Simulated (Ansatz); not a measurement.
in.yaml

```yaml
crystal:
  periodic: [false, false, false]
  atoms:
    - {symbol: Si, position_ang: [0.000000, 0.000000, 0.000000]}
    - {symbol: P, position_ang: [0.000000, 0.000000, 2.216600]}
basis:
  gaussian: {orbitals: cc-pVDZ}
total_charge: 1
magnetization: {spin_polarized: true, initial_magnetization: 2}
correlation: {method: ccsdtq, electrons: outside_noble_gas}
```

```sh
$ ansatz run in.yaml --threads 2 --pin off --events-out ev --progress --plain --max-ram 24576MiB --backend cuda --devices 0, --max-vram 18GiB
```

Output:

```
658 factors; integrals over basis functions are off by at most 1.7e-7 eV
mean field evaluation 1: about -17121.9276 eV, gradient 1.2e1 eV
mean field evaluation 2: about -17122.0985 eV, gradient 1.2e1 eV
mean field evaluation 4: about -17123.7495 eV, gradient 1.7e0 eV
mean field evaluation 8: about -17123.8503 eV, gradient 6.8e-1 eV
mean field evaluation 16: about -17124.2249 eV, gradient 4.8e-4 eV
mean field evaluation 32: about -17124.8609 eV, gradient 4.2e-1 eV
mean field evaluation 64: about -17123.7816 eV, gradient 3.4e-1 eV
mean field evaluation 96: about -17124.2246 eV, gradient 1.7e-1 eV
mean field evaluation 128: about -17124.2249 eV, gradient 3.7e-6 eV
mean field evaluation 160: about -17124.8756 eV, gradient 1.8e-2 eV
...
cycle  10  -4.67649544 eV  change    3.1e-4 eV  update   1.7e-4
cycle  11  -4.67661553 eV  change   -1.2e-4 eV  update   1.1e-4
cycle  12  -4.67660061 eV  change    1.5e-5 eV  update   5.6e-5
cycle  13  -4.67660676 eV  change   -6.2e-6 eV  update   2.9e-5
cycle  14  -4.67663140 eV  change   -2.5e-5 eV  update   1.2e-5
cycle  15  -4.67663362 eV  change   -2.2e-6 eV  update   6.5e-6
cycle  16  -4.67663085 eV  change    2.8e-6 eV  update   3.4e-6
cycle  17  -4.67662899 eV  change    1.9e-6 eV  update   2.0e-6
cycle  18  -4.67662775 eV  change    1.2e-6 eV  update   1.1e-6
cycle  19  -4.67662781 eV  change   -5.8e-8 eV  update   6.3e-7
Total energy: -17129.55250031 eV, -629.4994435586 hartree
```

For the same geometry and basis full CI lies 0.2 meV lower.

Ran on 2 threads of AMD EPYC 7R13 with a shared H100 80 GB, shared host: 31 s wall, 0.83 GiB peak host memory.
